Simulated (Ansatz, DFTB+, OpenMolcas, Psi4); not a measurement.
# Strength of the C–O bond: HOCN → OH + CN

Species: HOCN (cyanic acid) `N#CO`, singlet; OH, doublet; CN, doublet. 

Shapes, held fixed at every level: PBE0-D4/def2-TZVP. Programs: Ansatz 0.2.0, DFTB+ 25.1, OpenMolcas 26.06, Psi4 1.11. A level may come from different programs for different species; with the same settings they agree closely. The zero-point and thermal change to 298 K, harmonic and unscaled (PBE0-D4/def2-TZVP), is -15.6 kJ/mol.

```csv
level,kind,ΔH(298 K) (kJ/mol)
DFTB2,semi-empirical,+553.1
PBE-D4/def2-TZVPP,GGA,+519.7
r2SCAN-D4/def2-TZVPP,meta-GGA,+494.7
B3LYP/6-31G* (Cartesian functions),global hybrid,+498.0
r2SCAN0-D4/def2-TZVPP,global hybrid,+491.6
wB97M-V/def2-TZVPP,range-separated hybrid,+522.4
wB97X-V/def2-TZVPP,range-separated hybrid,+519.2
B2PLYP/def2-TZVPP,double hybrid,+498.7
```

B2PLYP/def2-TZVPP gives ΔH(298 K) = +498.7 kJ/mol; the levels span +491.6 to +553.1. The median of the levels is +508.9. No measured value is set beside it here. Spin contamination: CN (⟨S²⟩ up to 1.11). Open shells run unrestricted.
